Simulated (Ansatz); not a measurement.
A calculation with Ansatz (development build ahead of 0.2.0).

```yaml
crystal:
  periodic: [false, false, false]
  atoms:
    - { symbol: C, position_ang: [-0.0144, -0.04665, -0.62951] }
    - { symbol: F, position_ang: [-0.02959, -0.02568, 0.77575] }
    - { symbol: H, position_ang: [0.02433, -1.07497, -0.97681] }
    - { symbol: H, position_ang: [-0.92433, 0.51986, -1.03858] }
    - { symbol: H, position_ang: [0.90441, 0.46873, -1.001] }
basis:
  gaussian: { orbitals: def2-TZVP }
hamiltonian:
  xc: hf
correlation:
  method: mp2
  frozen_orbitals: { C: 1, F: 1, H: 0 }
output:
  forces: true
```

The input is written out in the form of the current development build from the run's settings.

The run gave:

```yaml
Converged: yes
Reference_energy: -139.09589 hartree
Correlation_energy: -0.42597 hartree
Total_energy: -139.52185 hartree
Spin_squared_of_the_determinant: 0.000
Stability_test: minimum among restricted orbitals
```

Forces (eV/Å):
```json
{"atom": "C1", "Fx": "-0.256", "Fy": "1.396", "Fz": "-0.355"}
{"atom": "F2", "Fx": "-0.033", "Fy": "0.002", "Fz": "-0.948"}
{"atom": "H3", "Fx": "-0.279", "Fy": "-0.093", "Fz": "0.085"}
{"atom": "H4", "Fx": "1.243", "Fy": "-1.010", "Fz": "0.736"}
{"atom": "H5", "Fx": "-0.674", "Fy": "-0.296", "Fz": "0.483"}
```
